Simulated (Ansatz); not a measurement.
`C[O][MgH]` → `[CH2]` (triplet) + `[OH][MgH]` at 700 K and 1 bar (formal loss of a carbene).

Gas-phase electronic energies from Ansatz, PBE0-D4/def2-TZVP geometries. CCSD(T)/CBS adds triple-zeta CCSD(T) − MP2 to the extrapolated MP2 energy (def2 sets, frozen cores). This one scheme is used for every species. Triplets are unrestricted, without spin–orbit coupling. For Mg outer-core shells are correlated without core-valence functions, which leaves a few kJ/mol of doubt a bond.

| species | CCSD(T)/CBS energy (Eh) | H − E (kJ/mol) | S (J/(mol·K)) |
| --- | --- | --- | --- |
| `C[O][MgH]` | -315.53638 | 173.4 | 358.4 |
| `[CH2]` (triplet) | -39.09499 | 70.4 | 226.8 |
| `[OH][MgH]` | -276.29839 | 86.2 | 309.3 |

H − E and S are ideal-gas, rigid-rotor, harmonic terms from PBE0-D4/def2-TZVP, with the whole ground term of open shells counted as degenerate. 1 Eh = 2625.50 kJ/mol, R = 8.31446 J/(mol·K).

Q: By hand: ΔE, ΔH, ΔS and ΔG.

A: ΔE = (-39.09499) + (-276.29839) − (-315.53638) = 0.14300 Eh = 375.4 kJ/mol. Δ(H − E) = 70.4 + 86.2 − 173.4 = -16.8, so ΔH = 358.6 kJ/mol. ΔS = 226.8 + 309.3 − 358.4 = 177.7 J/(mol·K). ΔG = 358.6 − 700 × (177.7)/1000 = 234.2 kJ/mol.

Q: By hand: the equilibrium constant, and the temperature at which ΔG would vanish if ΔH and ΔS stayed fixed.

A: log₁₀ K = −ΔG/(RT ln 10) = -17.5. ΔG = 0 at ΔH/ΔS = 2018 K.

The number of gas molecules changes by +1, which sets the sign of ΔS. A doubt of 5 kJ/mol in ΔE shifts log₁₀ K by 0.4 here. A triplet takes part, so the spin changes. These are equilibria of isolated gas molecules and say nothing of rates. Largest T1 diagnostic: 0.011 (customary marks: 0.02 for closed shells, 0.045 for open ones).
